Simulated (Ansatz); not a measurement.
Ideal-gas functions of CH₄BO, SMILES `[BH]OC` radical at 800 K and 1 bar, from an Ansatz frequency run at PBE0-D4/def2-TZVP.

Molar mass 42.85 g/mol, point group Cs (symmetry number 1), electronic degeneracy 2, moments of inertia 9.316, 44.127, 50.258 u Å². Harmonic wavenumbers (cm⁻¹, unscaled): 135, 366, 565, 950, 994, 1173, 1179, 1390, 1486, 1490, 1503, 2523, 3049, 3138, 3148.

Use S(trans) = R[1.5 ln M + 2.5 ln T − 1.1517]; rotational temperatures θ = 24.2544 K / I; S(rot) = R[ln(√π/σ · √(T³/θAθBθC)) + 1.5]; for each mode x = 1.438777 ν̃/T, S = R[x/(eˣ − 1) − ln(1 − e⁻ˣ)] and H = RT x/(eˣ − 1); 1 cm⁻¹ = 0.0119627 kJ/mol; R = 8.31446 J/(mol·K).

By hand: the entropy, in J/(mol·K).

Translation 176.2. Rotation: θ = 2.6035, 0.5496, 0.4826 K, giving 102.1. Vibration, mode by mode: 20.10, 11.94, 8.53, 4.80, 4.51, 3.50, 3.47, 2.57, 2.24, 2.23, 2.19, 0.50, 0.22, 0.20, 0.19, in all 67.2. Electronic 5.8. Sum 351.3 J/(mol·K).

By hand: H − E and G − E in kJ/mol, counted from the electronic energy.

Zero-point energy ½ × 23089 × 0.0119627 = 138.1; thermal vibration 29.3; translation, rotation and pV give 4 RT = 26.6. H − E = 194.0 kJ/mol, and G − E = 194.0 − 800 × 351.3/1000 = -87.0 kJ/mol.

Vibration gives 19 % of the entropy, 20.1 J/(mol·K) of it from the mode under 150 cm⁻¹: soft modes count most, and the harmonic formula is weakest for them.
